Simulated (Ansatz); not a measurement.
Geometry optimisation, RKS PBE0-D4/def2-SVP (Ansatz 0.2.0).

Input file:

```yaml
crystal:
  periodic: [false, false, false]
  atoms:
    - { symbol: C, position_ang: [-0.65641, 0.57097, -0.20438] }
    - { symbol: Al, position_ang: [0.80966, -0.7868, 0.35767] }
    - { symbol: O, position_ang: [0.87182, -1.76175, 1.61387] }
    - { symbol: H, position_ang: [-0.31086, 1.61379, -0.20964] }
    - { symbol: H, position_ang: [-1.51401, 0.54338, 0.48107] }
    - { symbol: H, position_ang: [-1.06663, 0.39545, -1.208] }
    - { symbol: H, position_ang: [1.86644, -0.57504, -0.83059] }
total_charge: -1
basis:
  gaussian: { orbitals: def2-SVP }
hamiltonian:
  xc: pbe0
  dispersion: d4
relax:
  f_tol: 0.02
  max_steps: 40
scf:
  lower_state_search: "off"
output:
  orbitals: {}
```

Launched with:

```bash
$ ansatz run input.yaml --threads 1 --pin off --max-ram 2048MiB --backend cpu --events-out ev --progress --plain --runs-dir out
```

Problem. Where does it end, and by what steps?

Solution. The forces met the threshold. Limits of this set-up: an anion without diffuse functions, the dipole of an ion depends on the origin. After 3 steps the energy has fallen by 0.128 eV; H7 moved furthest, 0.09 Å.

```tsv
step	energy less start (eV)	largest force component (eV/Å)	accepted
0	0.0000	1.890	yes
1	-0.0999	0.850	yes
2	-0.1272	0.139	yes
3	-0.1281	0.019	yes
```

```xyz
7
Properties=species:S:1:pos:R:3
C -0.678 0.566 -0.180
Al 0.780 -0.733 0.311
O 0.835 -1.741 1.608
H -0.291 1.603 -0.198
H -1.537 0.541 0.512
H -1.059 0.367 -1.201
H 1.950 -0.604 -0.851
```

Whether the end is a true minimum wasn't checked by a vibrational analysis.

Run time: 6.3 s on 1 thread of Arm Neoverse V1 (shared host), peak memory 0.12 GiB.
